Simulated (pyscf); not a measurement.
`[ClH]` + `[Cl][Ga]` [singlet] → `[Cl][GaH][Cl]` (insertion; singlet surface; Cl–H broken, Cl–Ga, Ga–H formed). Structures and frequencies: ωB97X-D3(BJ)/def2-SVP in PySCF. Correlated levels are frozen-core, on RHF or UHF. ΔMP2 is the change of the MP2 total energy from the triple- to the quadruple-zeta basis. Energies in kJ/mol from the separated reactants.

```
level                             barrier  reaction energy
--------------------------------  -------  ---------------
PBE/def2-TZVP                        85.9            -94.0
B3LYP-D3(BJ)/def2-TZVP              115.3            -90.4
M06-2X/def2-TZVP                    114.1           -121.0
ωB97M-D3(BJ)/def2-TZVP              131.9            -99.1
CCSD/def2-TZVPP                     138.0           -113.4
CCSD(T)/def2-TZVPP                  122.6           -115.2
CCSD(T)/def2-TZVPP + ΔMP2(QZVPP)        …                …
```

**Question.** What belongs in the gaps?

**Answer.** 
- CCSD(T)/def2-TZVPP + ΔMP2(QZVPP), barrier: 123.5
- CCSD(T)/def2-TZVPP + ΔMP2(QZVPP), reaction energy: -108.3

One saddle was located; it need not be the lowest between these sides. The CCSD(T) − MP2 part came from Ansatz, without density fitting, on the same reference. The frozen core leaves the outer d or s,p core shells of the metals and heavy elements correlated in the MP2 and CC values, and def2-TZVPP describes them poorly, which can shift differences by a few kcal/mol. Elements up to Kr have no core potential and no relativistic terms here.
